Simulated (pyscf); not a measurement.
Optimised with ωB97X-D3(BJ)/def2-SVP in PySCF.

Q: PBE/def2-TZVP puts the barrier of O=SiH–OH + hydrogen chloride (HCl) -> O=Si(OH)–Cl + hydrogen (H₂) (four-centre exchange; singlet surface; H–Si, Cl–H broken, Cl–Si, H–H formed) at 61.3 kJ/mol and the reaction energy at -70.3 kJ/mol, from the separated reactants. What do r²SCAN/def2-TZVP, M06-2X/def2-TZVP, ωB97M-D3(BJ)/def2-TZVP give on the same structures?

A: r²SCAN: ΔE‡ = 62.9 kJ/mol, ΔE = -79.1 kJ/mol; M06-2X: ΔE‡ = 88.6 kJ/mol, ΔE = -77.4 kJ/mol; ωB97M-D3(BJ): ΔE‡ = 91.7 kJ/mol, ΔE = -69.1 kJ/mol. PBE's barrier lies under all of them, by 1.6 to 30.4 kJ/mol. Its reaction energy lies among theirs. On the reactant side the descent ends in a complex (not fully relaxed), 24.1 kJ/mol under the separated species and 109.7 kJ/mol under the saddle at ωB97X-D3(BJ)/def2-TZVP. The same reactants have a lower exit, to O=SiH–Cl + H₂O (highest point, the separated products, at +29.8 kJ/mol at ωB97M-D3(BJ)/def2-TZVP, against +91.7 kJ/mol here). O=SiH–OH lies 41.2 kJ/mol over its isomer HO–Si:–OH [singlet] (electronic energy, ωB97M-D3(BJ)/def2-TZVP). One saddle was located; it need not be the lowest between these sides.
